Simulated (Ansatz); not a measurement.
```yaml
crystal:
  periodic: [false, false, false]
  atoms:
    - {symbol: C, position_ang: [-1.068164, -0.681604, -0.965254]}
    - {symbol: C, position_ang: [-0.340288, -0.556962, 0.126450]}
    - {symbol: C, position_ang: [0.367879, 0.725812, 0.686765]}
    - {symbol: O, position_ang: [1.691749, 0.433994, 0.934382]}
    - {symbol: Cl, position_ang: [0.231444, 2.039455, -0.534653]}
    - {symbol: H, position_ang: [-1.146082, 0.125110, -1.693985]}
    - {symbol: H, position_ang: [-1.528456, -1.599791, -1.200241]}
    - {symbol: H, position_ang: [-0.249867, -1.402388, 0.847117]}
    - {symbol: H, position_ang: [-0.080108, 1.014189, 1.537111]}
    - {symbol: H, position_ang: [2.111584, -0.053124, 0.179326]}
basis:
  gaussian: {orbitals: cc-pVDZ}
hamiltonian: {xc: {name: PBE0}, dispersion: rvv10}
accuracy: high
output: {forces: true}
```

```sh
$ ansatz run in.yaml --threads 4 --pin off --events-out ev --progress --plain --max-ram 10444MiB
```

(1) How does Ansatz answer? (An estimate is asked.)

Results:

(1) Ansatz gave: The program refused the input.
```
Error: inconsistent input (hamiltonian.dispersion, hamiltonian.xc): `dispersion: rvv10` has no transferable b for PBE exchange — Sabatini et al. (2013) fitted b=6.3 to rPW86, and the PBE refits of Peng & Perdew (2017) are task-dependent (b=6.6 S22 / b=10.0 layered). Use `xc: {exchange: rpw86, correlation: pbe}` for the original rVV10 or `xc: r2scan` for the r²SCAN+rVV10 pairing
```
